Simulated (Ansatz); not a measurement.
**Reading a saddle point**

A first-order saddle point of SiPH7O, closed shell, PBE0-D4/def2-TZVP, with one imaginary mode of 833i cm⁻¹:

```csv
atom,x (Å),y (Å),z (Å)
Si1,-0.9789,0.3927,-0.2444
O2,0.2386,1.0105,0.9476
H3,-1.6988,-0.8737,0.0468
H4,-1.9572,1.4127,0.3050
H5,-0.8553,0.8127,-1.6589
H6,1.0339,0.2022,0.8973
P7,1.1924,-1.0402,-0.3550
H8,-0.0548,1.4575,1.7512
H9,0.9998,-2.4282,-0.2486
H10,2.0805,-0.9460,-1.4410
```

Computed with Ansatz 0.2.0 (basis: def2-TZVPP and def2-QZVPP); correlated methods freeze the cores. Extrapolation: Hartree–Fock as exp(−7.88 √X), correlation as X^−2.97.

Q: Which contacts change along the imaginary mode, and what lies on either side? (A judgement: the text doesn't fix the answer.)

A: Computed: The step is SiH₄O ([OH][SiH3]) + PH₃ → SiPH₅ ([SiH3][PH2]) + H₂O, with the molecules in contact on both sides. Shortening one way: Si1–P7, O2–H6; lengthening the same way: Si1–O2, H6–P7.
| pair | one side (Å) | saddle (Å) | other side (Å) |
| --- | --- | --- | --- |
| Si1–P7 | 3.76 | 2.60 | 2.26 |
| O2–H6 | 3.23 | 1.14 | 0.96 |
| Si1–O2 | 1.65 | 1.81 | 3.46 |
| H6–P7 | 1.42 | 1.77 | 2.64 |

Q: Which side is lower, and how far does the saddle lie above each? (An estimate is asked for; the value comes from the calculation.)

A: The calculation gives: The side with Si1–O2, H6–P7 short is lower by 14.01 kcal/mol; the saddle lies 56.56 kcal/mol above it and 42.55 kcal/mol above the other (CCSD(T) at an estimated basis limit (MP2 extrapolated from triple and quadruple zeta, plus CCSD(T) − MP2 in triple zeta); electronic energies).

T1 diagnostic: at most 0.013.

Labels in which every atom is bracketed show which atoms are joined, not bond orders.

For scale, one of the runs: CCSD(T)/def2-TZVPP, 213 basis functions, launched by `ansatz run in.yaml --threads 4 --pin off --events-out ev --progress --plain --max-ram 9574MiB`. Time: 43 s of wall clock on 4 CPU threads of an AMD EPYC 7R43; the host was shared. Peak host memory: 2.9 GiB.
